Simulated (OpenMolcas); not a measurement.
**quartet C2H6B at 6 levels**

We compute a comparison of 6 runs (UHF/STO-3G, UBHLYP/6-311+G**, UM06-2X/6-311+G**, UPBE/6-311+G**, USVWN5/6-311+G**, UTPSS/6-311+G**) of quartet C2H6B. 

The calculation is run with OpenMolcas 26.06.

### 1 The molecule

The species is C2H6B (9 atoms), meant as a quartet with charge 0. As SMILES of the parent species, `[CH2]BC`. The shape is that of a PBE0-D4/def2-TZVP optimisation. This is one conformer, not always the lowest. That shape belongs to the parent species and isn't relaxed for this state.

Bond lengths: C1–B2 1.531 Å, B2–C3 1.561 Å, C1–H4 1.088 Å, C1–H5 1.087 Å, B2–H6 1.202 Å, C3–H7 1.092 Å, C3–H8 1.097 Å, C3–H9 1.097 Å. Some angles: C1–B2–C3 122.9°, C1–B2–H6 118.3°, C3–B2–H6 118.8°, B2–C1–H4 122.7°, B2–C1–H5 123.3°, B2–C3–H7 115.2°, B2–C3–H8 109.8°, B2–C3–H9 110.0°, H4–C1–H5 113.9°, H7–C3–H8 108.4°.

### 2 A single-point energy at UHF/STO-3G (run 1)

The input, mol.input:

```
&GATEWAY
BasLib
$CurrDir
Coord
9
bohr
C     -1.58755892     1.40463343    -1.93413469
B      0.36244947     1.02196389     0.16837460
C      0.99210622    -1.62535344     1.30731253
H     -2.65808877    -0.14815453    -2.75484274
H     -2.03051072     3.24069133    -2.74123672
H      1.45338836     2.84706138     0.96942950
H     -0.06897500    -3.20365270     0.50550174
H      3.01619187    -2.02049517     1.08923814
H      0.68823825    -1.60475543     3.35823230
Basis
STO-3G
Group
NoSym
&SEWARD
&SCF
UHF
Spin
4
Thresholds
1e-10 1e-07 1e-07 1e-05
PrOrbitals
1 1
```

The basis set STO-3G is read from a file made from the Basis Set Exchange's data (not shown).

On the command line:

```console
export MOLCAS_MEM=1860
pymolcas mol.input > mol.log
```

Standard output:

```text
--- Start Module: gateway ---
[...]
--- Stop Module: gateway /rc=_RC_ALL_IS_WELL_ ---
--- Start Module: seward ---
[...]
      Basis functions           21
--- Stop Module: seward /rc=_RC_ALL_IS_WELL_ ---
[...]
--- Start Module: scf ---
[...]
       Convergence after  25 Iterations
[...]
::    Total SCF energy                               -102.3290646997
[...]
      Total spin, S                                     1.5073866761
[...]
      Total electronic charge=   23.000000
      Total            charge=   -0.000000
[...]
      Dipole Moment (debye):
      Origin of the operator (angstrom)=   -0.0355    0.0993   -0.0675
                   X= -5.4670E-01               Y=  1.1143E+00               Z= -7.7361E-01           Total=  1.4626E+00
      Quadrupole Moment (debye*angstrom):
[...]
--- Stop Module: scf /rc=_RC_ALL_IS_WELL_ ---
[...]
```

Run time: 3.3 s. Hardware: 1 thread of AMD EPYC 7R43 (Zen 3), shared host; peak memory 0.37 GiB.

### 3 A single-point energy at UBHLYP/6-311+G(d,p) (run 2)

The input, job.input:

```
* C2H6B Kohn-Sham DFT

&gateway
 baslib
 $CurrDir
 basisset
 C.6-311pGss....
 C1 -0.840100 0.743300 -1.023500 angstrom
 C3 0.525000 -0.860100 0.691800 angstrom
 End of Basis
 basisset
 B.6-311pGss....
 B2 0.191800 0.540800 0.089100 angstrom
 End of Basis
 basisset
 H.6-311pGss....
 H4 -1.406600 -0.078400 -1.457800 angstrom
 H5 -1.074500 1.714900 -1.450600 angstrom
 H6 0.769100 1.506600 0.513000 angstrom
 H7 -0.036500 -1.695300 0.267500 angstrom
 H8 1.596100 -1.069200 0.576400 angstrom
 H9 0.364200 -0.849200 1.777100 angstrom
 End of Basis

&seward
 gridinput
 Grid=UltraFine
 End of Grid

&scf
 uhf
 spin
 4
 ksdft
 HYB_GGA_XC_BHANDHLYP
 thresholds
 1e-10 1e-07 1e-07 1e-05
 prorbitals
 1
```

The basis set 6-311+G** is read from a file made from the Basis Set Exchange's data (not shown).

On the command line:

```console
export MOLCAS_MEM=1860
pymolcas job.input > job.log
```

Standard output:

```text
--- Start Module: gateway ---
[...]
--- Stop Module: gateway /rc=_RC_ALL_IS_WELL_ ---
--- Start Module: seward ---
[...]
      Basis functions          102
--- Stop Module: seward /rc=_RC_ALL_IS_WELL_ ---
[...]
--- Start Module: scf ---
[...]
       Convergence after  23 Iterations
[...]
::    Total KS-DFT energy                            -104.3232640112
[...]
      Total spin, S                                     1.5023455510
[...]
      Total electronic charge=   23.000000
      Total            charge=   -0.000000
[...]
      Dipole Moment (debye):
      Origin of the operator (angstrom)=   -0.0355    0.0993   -0.0675
                   X=  4.0948E-01               Y= -4.4914E-01               Z=  5.0083E-01           Total=  7.8754E-01
      Quadrupole Moment (debye*angstrom):
[...]
--- Stop Module: scf /rc=_RC_ALL_IS_WELL_ ---
[...]
```

Run time: 1.7 min. Hardware: 1 thread of AMD EPYC 7R43 (Zen 3), shared host; peak memory 0.57 GiB.

Run 3 isn't shown in full; the table further down has it.

### 4 The energy at UPBE/6-311+G(d,p) (run 4)

The input, coord.xyz:

```xyz
9

C     -0.840100     0.743300    -1.023500
B      0.191800     0.540800     0.089100
C      0.525000    -0.860100     0.691800
H     -1.406600    -0.078400    -1.457800
H     -1.074500     1.714900    -1.450600
H      0.769100     1.506600     0.513000
H     -0.036500    -1.695300     0.267500
H      1.596100    -1.069200     0.576400
H      0.364200    -0.849200     1.777100
```

The input, test.inp:

```
>>> EXPORT MOLCAS_PRINT=2

&GATEWAY
 BasLib = $CurrDir
 Coord = coord.xyz
 Basis = 6-311pGss
 Group = NoSym

&SEWARD
 GridInput
 Grid=UltraFine
 End of Grid

&SCF
 UHF
 Spin = 4
 KSDFT = PBE
 Thresholds = 1e-10 1e-07 1e-07 1e-05
 PrOrbitals = 1 2
```

The basis set 6-311+G** is read from a file made from the Basis Set Exchange's data (not shown).

On the command line:

```console
export MOLCAS_MEM=1860
pymolcas test.inp > test.log
```

Standard output:

```text
--- Start Module: gateway ---
[...]
--- Stop Module: gateway /rc=_RC_ALL_IS_WELL_ ---
--- Start Module: seward ---
[...]
      Basis functions          102
--- Stop Module: seward /rc=_RC_ALL_IS_WELL_ ---
[...]
--- Start Module: scf ---
[...]
       Convergence after  26 Iterations
[...]
::    Total KS-DFT energy                            -104.2421274424
[...]
      Total spin, S                                     1.5012088947
[...]
      Total electronic charge=   23.000000
      Total            charge=   -0.000000
[...]
      Dipole Moment (debye):
      Origin of the operator (angstrom)=   -0.0355    0.0993   -0.0675
                   X=  8.4497E-03               Y= -7.0687E-01               Z=  1.2752E-01           Total=  7.1834E-01
      Quadrupole Moment (debye*angstrom):
[...]
--- Stop Module: scf /rc=_RC_ALL_IS_WELL_ ---
[...]
```

Wall time 2.3 min (1 thread of AMD EPYC 7R43 (Zen 3), shared host); peak memory 0.57 GiB.

Run 5 isn't shown in full; the table further down has it.

### 5 A single-point energy at UTPSS/6-311+G(d,p) (run 6)

The input, mol.input:

```
>>> EXPORT MOLCAS_PRINT=2
&GATEWAY
BasLib = $CurrDir
Coord
9
angstrom
C       -0.840100       0.743300      -1.023500
B        0.191800       0.540800       0.089100
C        0.525000      -0.860100       0.691800
H       -1.406600      -0.078400      -1.457800
H       -1.074500       1.714900      -1.450600
H        0.769100       1.506600       0.513000
H       -0.036500      -1.695300       0.267500
H        1.596100      -1.069200       0.576400
H        0.364200      -0.849200       1.777100
Basis = 6-311pGss
Group = NoSym
&SEWARD
GridInput
Grid=UltraFine
End of Grid
&SCF
UHF
Spin = 4
KSDFT = 2
1.0 MGGA_X_TPSS
1.0 MGGA_C_TPSS
Thresholds = 1e-10 1e-07 1e-07 1e-05
PrOrbitals = 1 1
```

The basis set 6-311+G** is read from a file made from the Basis Set Exchange's data (not shown).

On the command line:

```console
export MOLCAS_MEM=1860
pymolcas mol.input > mol.log
```

Standard output:

```text
--- Start Module: gateway ---
[...]
--- Stop Module: gateway /rc=_RC_ALL_IS_WELL_ ---
--- Start Module: seward ---
[...]
      Basis functions          102
--- Stop Module: seward /rc=_RC_ALL_IS_WELL_ ---
[...]
--- Start Module: scf ---
[...]
       Convergence after  33 Iterations
[...]
::    Total KS-DFT energy                            -104.4311041622
[...]
      Total spin, S                                     1.5017489145
[...]
      Total electronic charge=   23.000000
      Total            charge=   -0.000000
[...]
      Dipole Moment (debye):
      Origin of the operator (angstrom)=   -0.0355    0.0993   -0.0675
                   X=  1.2519E-01               Y= -7.1656E-01               Z=  2.5166E-01           Total=  7.6972E-01
      Quadrupole Moment (debye*angstrom):
[...]
--- Stop Module: scf /rc=_RC_ALL_IS_WELL_ ---
[...]
```

Run time: 3.7 min. Hardware: 1 thread of AMD EPYC 7R43 (Zen 3), shared host; peak memory 0.57 GiB.

### 6 Overview of the runs

```csv
run,level,integration grid,energy (Eh),dipole moment (D),HOMO energy (eV),⟨S²⟩,wall time
1,UHF/STO-3G,–,-102.329065,1.46,-3.38,3.780,3.3 s
2,UBHLYP/6-311+G**,UltraFine,-104.323264,0.79,-3.22,3.759,1.7 min
3,UM06-2X/6-311+G**,UltraFine,-104.328447,0.63,-3.21,3.757,2.4 min
4,UPBE/6-311+G**,UltraFine,-104.242127,0.72,-1.47,3.755,2.3 min
5,USVWN5/6-311+G**,UltraFine,-103.335627,0.64,-1.46,3.753,82 s
6,UTPSS/6-311+G**,UltraFine,-104.431104,0.77,-1.47,3.757,3.7 min
```

### 7 Summary of results

| quantity | value |
| --- | --- |
| run 6: total energy | -104.43110 Eh |
| run 6: dipole moment | 0.77 D |
| run 6: HOMO energy (highest over α and β) | -1.47 eV |
| run 6: ⟨S²⟩ | 3.757 |

**Reading.** The dipole moment (its size) runs from 0.63 D (UM06-2X/6-311+G**) to 1.46 D (UHF/STO-3G). The two ends differ in method and basis. The two dipoles point in opposite directions. Totals of different functionals can't be ranked against each other. In run 1 the basis is minimal, so the values are rough. All runs together took 12 min, the longest 3.7 min.
